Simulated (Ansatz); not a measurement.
System: trimethyl amine, C3H9N (charge 0, singlet). SMILES: CN(C)C
Geometry from a B3LYP-D3(BJ)/def2-TZVP (Ansatz, a program for electronic structure) optimisation:
```
N
C 1 1.4503
H 2 1.0911 1 109.85
H 2 1.0911 3 108.21 1 119.93
H 2 1.1055 3 108.00 4 116.68
C 1 1.4503 2 111.65 3 176.58
H 6 1.0911 1 109.85 2 -176.58
H 6 1.0911 7 108.21 1 -119.93
H 6 1.1055 7 108.00 8 -116.68
C 1 1.4503 2 111.65 3 -57.65
H 10 1.0911 1 109.85 2 176.58
H 10 1.0911 11 108.21 1 119.93
H 10 1.1055 11 108.00 12 116.68
```

Property: size of the dipole moment, in D. Set-up: 6-311+G** with 5d; 6-31G* and kin with 6d, 5d where marked; LANL2DZ all-electron up to Ne; non-relativistic; dispersion terms only where a functional's name holds one; no spin-orbit coupling. Ab initio and DFT rows: single points at B3LYP-D3(BJ) geometries (Ansatz).

Measured values: NIST CCCBDB, as tabulated in the package chemicals; dipoles are vibrational averages. 

Value to compare with, the measured value: 0.61 D.

```json
[
 {"level": "B3LYP/STO-3G", "program": "Ansatz", "size of the dipole moment (D)": "0.90", "error": "0.29"},
 {"level": "B3LYP/3-21G", "program": "Ansatz", "size of the dipole moment (D)": "0.68", "error": "0.07"},
 {"level": "B3LYP/LANL2DZ", "program": "Ansatz", "size of the dipole moment (D)": "1.00", "error": "0.39"},
 {"level": "B3LYP/6-31G", "program": "Ansatz", "size of the dipole moment (D)": "0.75", "error": "0.14"},
 {"level": "B3LYP/6-31G*", "program": "Ansatz", "size of the dipole moment (D)": "0.56", "error": "-0.05"},
 {"level": "B3LYP/6-31+G*", "program": "Ansatz", "size of the dipole moment (D)": "0.58", "error": "-0.03"},
 {"level": "B3LYP/6-31G**", "program": "Ansatz", "size of the dipole moment (D)": "0.56", "error": "-0.05"},
 {"level": "B3LYP/def2-SVP", "program": "Ansatz", "size of the dipole moment (D)": "0.48", "error": "-0.13"},
 {"level": "B3LYP/cc-pVDZ", "program": "Ansatz", "size of the dipole moment (D)": "0.37", "error": "-0.24"},
 {"level": "B3LYP/6-311+G**", "program": "Ansatz", "size of the dipole moment (D)": "0.57", "error": "-0.04"}
]
```

Among the 10 habitual levels, B3LYP/LANL2DZ lies farthest from the measured value (0.39 D); 4 of 10 lie above it, and their mean absolute error is 0.14 D, the median 0.10. One case shows no general order.

The sets are all those run for this method; runs whose electronic state is in doubt are left out.
